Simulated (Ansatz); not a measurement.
Ansatz (an electronic-structure program) input (MP2/aug-cc-pVTZ): A basis named .json is the Basis Set Exchange file of that set (core-valence sets with the plain set on hydrogen).

Ansatz 0.2 input:
```yaml
crystal:
  periodic: [false, false, false]
  atoms:
    - {symbol: C, position_ang: [0.00053452, 0.00126565, 0.33943617]}
    - {symbol: H, position_ang: [0.00225136, 0.00533085, 1.42969220]}
    - {symbol: F, position_ang: [0.00598628, 1.25541479, -0.13307438]}
    - {symbol: F, position_ang: [1.08434551, -0.63379114, -0.12772827]}
    - {symbol: F, position_ang: [-1.09093829, -0.62305973, -0.12434282]}
basis:
  gaussian:
    orbitals: aug-cc-pVTZ
    fitting: {mean_field: def2-universal-jkfit, correlation: cc-pVDZ-RIFIT.json}
magnetization: {spin_polarized: false}
correlation: {method: mp2, electrons: outside_noble_gas}
```

Output:

```
Functional definition: HF
integrals: 0.11 GiB planned
324 factors; integrals over basis functions are off by at most 9.8e-1 eV
mean field: 0.40 GiB planned
mean field evaluation 1: about -9165.1627 eV, gradient 3.9e1 eV
mean field evaluation 2: about -9167.0212 eV, gradient 2.4e1 eV
mean field evaluation 4: about -9167.7947 eV, gradient 6.9e-1 eV
mean field evaluation 8: about -9167.7968 eV, gradient 1.3e-6 eV
mean field -9167.79683950 eV, -336.9103196959 hartree, gradient 1.3e-6 eV, S^2 0.000000; 0 other end points of the search recorded, 0 dependent functions left out
4 core orbitals not correlated
238 factors; their error is unknown
reference -9167.79683950 eV, -336.9103196959 hartree; 13, 13 occupied and 190, 190 virtual orbitals, 238 factors
second order -25.66314659 eV of doubles, -0.00000000 eV of singles
Total energy: -9193.45998609 eV, -337.8534229378 hartree
```
